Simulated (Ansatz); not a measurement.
BH (`[BH]`). Charge 0, multiplicity 1. Geometry: relaxed with PBE0-D4/def2-TZVP.

```xyz
2

B     0.055   -0.618    0.011
H    -0.055    0.618   -0.011
```

**Question.** What is the dipole moment at B3LYP/def2-TZVPP? (An estimate is asked.)

**Answer.** The calculation gave: 1.57 D, with components (-0.14, 1.56, -0.03) D in this frame, pointing from negative to positive charge.

**Question.** And with PBE, r2SCAN, ωB97M-V? (An estimate is asked.)

**Answer.** Ansatz gave: PBE 1.54 D, r2SCAN 1.59 D, ωB97M-V 1.52 D.

**Question.** Give the Mulliken charges with B3LYP, ωB97M-V, r2SCAN in def2-TZVPP. (Estimate.)

**Answer.** The calculation gave: 
```
atom  B3LYP  ωB97M-V  r2SCAN
  B1  -0.03    -0.04    0.05
  H2   0.03     0.04   -0.05
```

B3LYP here is the variant with VWN-RPA as its local correlation; programs differ in this.
